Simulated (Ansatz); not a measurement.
C4H7, SMILES `[CH]1CCC1` radical. Total charge 0; spin multiplicity 2.

```xyz
11

C     1.0275    0.1524    0.4820
C    -0.3486    0.5790    0.8727
C    -0.8669   -0.1207   -0.4120
C     0.5843   -0.5467   -0.7602
H     1.9977    0.2856    0.9444
H    -0.5212    1.6618    0.9154
H    -0.7282    0.1597    1.8133
H    -1.3236    0.5531   -1.1375
H    -1.5513   -0.9500   -0.2314
H     0.7554   -1.6306   -0.7836
H     0.9748   -0.1434   -1.7031
```

List the harmonic frequencies (cm⁻¹, unscaled) at PBE0-D4/def2-TZVP in Ansatz. (Best estimate.)

Ansatz gave: 59, 279, 739, 742, 793, 926, 930, 987, 1002, 1006, 1062, 1185, 1217, 1220, 1248, 1287, 1323, 1447, 1454, 1489, 3007, 3010, 3032, 3036, 3088, 3141, 3210.

Is this a minimum?

Yes, all 27 modes are real.

Give the ideal-gas thermochemistry at 298.15 K and 1 bar (rigid rotor, harmonic oscillator; point group C2v, symmetry number 2).

Zero-point energy 250.7 kJ/mol; H(298) − E = 265.6 kJ/mol; entropy 288.9 J/(mol·K), of which translation 158.9, rotation 92.3, vibration 31.9, electronic 5.8; G(298) − E = 179.4 kJ/mol. Modes under 100 cm⁻¹ are hindered rotations or soft bends, so the harmonic entropy is rough.

And at 400, 500, 600, 800 and 1000 K?


```json
{"T (K)": "400", "H − E (kJ/mol)": "274.3", "S (J/mol/K)": "313.8", "G − E (kJ/mol)": "148.8"}
{"T (K)": "500", "H − E (kJ/mol)": "285.2", "S (J/mol/K)": "338.0", "G − E (kJ/mol)": "116.2"}
{"T (K)": "600", "H − E (kJ/mol)": "298.0", "S (J/mol/K)": "361.4", "G − E (kJ/mol)": "81.2"}
{"T (K)": "800", "H − E (kJ/mol)": "328.4", "S (J/mol/K)": "404.9", "G − E (kJ/mol)": "4.5"}
{"T (K)": "1000", "H − E (kJ/mol)": "363.4", "S (J/mol/K)": "443.9", "G − E (kJ/mol)": "-80.5"}
```

Rotational constants (cm⁻¹)?

0.4018, 0.3672, 0.2149.
